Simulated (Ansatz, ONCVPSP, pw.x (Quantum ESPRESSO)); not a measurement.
phosphorus: does the ONCV potential hold in the solid?

| Quantity | Value |
| --- | --- |
| Element | phosphorus (P) |
| Generator | ONCVPSP 4.0.1 |
| Type | optimised norm-conserving Vanderbilt (ONCV) |
| Functional | PBEsol |
| Relativity | scalar-relativistic |
| Frozen core | [Ne] |
| Valence charge | 5 |
| Reference configuration | 3s2 3p3 |
| Partial waves | 3s: rc 1.70 bohr, ncon 4, nbas 8, qcut 3.6 1/bohr, 1 projector; 3p: rc 1.45 bohr, ncon 3, nbas 8, qcut 5.9 1/bohr, 2 projectors, debl 2 Ha; d scattering state at 0.02 Ha: rc 1.35 bohr, ncon 3, nbas 7, qcut 7.9 1/bohr, 2 projectors, debl 1.1 Ha |
| Local potential | polynomial inside 1.35 bohr (lpopt 5, dvloc0 0 Ha) |
| Core correction | none |

Crystal test: bcc P in pw.x 7.5, no spin, 15³ k-points, Fermi–Dirac smearing 0.01 Ry, cutoffs 130/520 Ry. The reference is all-electron LAPW (Ansatz 0.2.0) with the same functional, mesh and smearing; V0 and B0 come from Birch–Murnaghan fits to the pressures at five volumes. Errors are pseudo minus all-electron; Δ is the rms difference of the E(V) curves that follow from these fits, minima aligned, over ±6 % about the mean V0. Mesh and smearing are coarse, so the numbers serve the comparison and aren't converged zero-temperature values; the lattice is a test structure that the element need not adopt.

All-electron: a0 = 3.012 Å (V0 = 13.66 Å³/atom), B0 = 108.0 GPa.

Task: How far does the potential miss the all-electron equation of state?

Result: mean pressure error (GPa): -0.50; a0 (Å): 3.007; a0 error (%): -0.15; B0 error (%): +1.0; Δ (meV/atom): 1.5.

```tsv
V (Å³/atom)	P all-electron (GPa)	P pseudo (GPa)
13.108	4.85	4.31
13.453	1.72	1.21
13.798	-1.04	-1.53
14.143	-3.49	-3.96
14.488	-5.66	-6.12
```

Task: At the middle volume, how do free energy and pressure move when the wave cutoff is lowered (ecutrho kept at four times it)?

Result:

| cutoff (Ry) | shift of F (meV/atom) | shift of P (GPa) |
| --- | --- | --- |
| 58 | +42.2 | -0.77 |
| 78 | +29.9 | +0.00 |
| 104 | +12.0 | -0.70 |

Input at the middle volume:

```
&control
  calculation='scf', prefix='x', pseudo_dir='./', outdir='./tmp', tstress=.true., disk_io='none'
/
&system
  ibrav=0, nat=1, ntyp=1, ecutwfc=130, ecutrho=520, nbnd=9,
  occupations='smearing', smearing='fd', degauss=0.01
/
&electrons
  conv_thr=1e-09, mixing_beta=0.4, electron_maxstep=70
/
ATOMIC_SPECIES
P 1.0 P.UPF
CELL_PARAMETERS angstrom
  -1.51095681 1.51095681 1.51095681
  1.51095681 -1.51095681 1.51095681
  1.51095681 1.51095681 -1.51095681
ATOMIC_POSITIONS crystal
P 0.0000 0.0000 0.0000
K_POINTS automatic
15 15 15 0 0 0
```

```bash
pw.x < P.scf.in > P.scf.out
```

Lines of the output:

```
Message from routine setup:
     using ibrav=0 with symmetry is DISCOURAGED, use correct ibrav instead
     lattice parameter (alat)  =       4.9455  a.u.
     unit-cell volume          =      93.1135 (a.u.)^3
     number of electrons       =         5.00
     number of Kohn-Sham states=            9
     kinetic-energy cutoff     =     130.0000  Ry
     charge density cutoff     =     520.0000  Ry
     scf convergence threshold =      1.0E-09
     Exchange-correlation= PBESOL
     number of k points=   120  Fermi-Dirac smearing, width (Ry)=  0.0100
     iteration #  1     ecut=   130.00 Ry     beta= 0.40
     total energy              =     -13.17413366 Ry
     estimated scf accuracy    <       0.00204816 Ry
     iteration #  2     ecut=   130.00 Ry     beta= 0.40
     total energy              =     -13.17402836 Ry
     estimated scf accuracy    <       0.00060749 Ry
     iteration #  3     ecut=   130.00 Ry     beta= 0.40
     total energy              =     -13.17405911 Ry
     estimated scf accuracy    <       0.00000760 Ry
     iteration #  4     ecut=   130.00 Ry     beta= 0.40
     total energy              =     -13.17405987 Ry
     estimated scf accuracy    <       0.00000005 Ry
     iteration #  5     ecut=   130.00 Ry     beta= 0.40
     total energy              =     -13.17405990 Ry
     estimated scf accuracy    <          8.0E-09 Ry
     iteration #  6     ecut=   130.00 Ry     beta= 0.40
     the Fermi energy is    11.7489 ev
!    total energy              =     -13.17405991 Ry
     estimated scf accuracy    <          6.7E-11 Ry
     smearing contrib. (-TS)   =      -0.00203880 Ry
     The total energy is F=E-TS. E is the sum of the following terms:
     one-electron contribution =       5.94680419 Ry
     hartree contribution      =       0.18976136 Ry
     xc contribution           =      -3.37663387 Ry
     ewald contribution        =     -15.93195280 Ry
     convergence has been achieved in   6 iterations
          total   stress  (Ry/bohr**3)                   (kbar)     P=      -15.34
     Message from routine punch:
     Nothing written, as per user request (disk_io='none')
```

The run at the middle volume (120 k-points, 6 iterations) took about 19 s on one core of a shared host (Intel(R) Xeon(R) 6975P-C, 192 threads, 1512 GiB, load 98).
